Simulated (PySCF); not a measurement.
## O: ionisation energy

O [He] 2s2 2p4 (3P) → O+ [He] 2s2 2p3 (4S), as a difference of total energies. Computed with PySCF 2.14 in 6-31G*, with the non-relativistic Hamiltonian (point nucleus). Correlated levels: valence: 1s2 frozen. The calculations carry no spin-orbit coupling.

| method | ionisation energy (eV) |
| --- | --- |
| UHF | 12.030 |
| BP86 | 14.070 |
| B3LYP | 13.997 |
| MP2 (valence) | 12.965 |
| SCS-MP2 (valence) | 12.965 |
| CCSD (valence) | 12.973 |
| CCSD(T) (valence) | 12.981 |

Q: How much does correlation contribute at CCSD(T) (valence)?

A: 12.981 − (12.030) = 0.951 eV, measured against UHF.

Errors of the correlated levels include the incompleteness of this basis and the frozen core.

For comparison: 13.608 eV (measured; NIST levels, between the centres of gravity of the two terms).
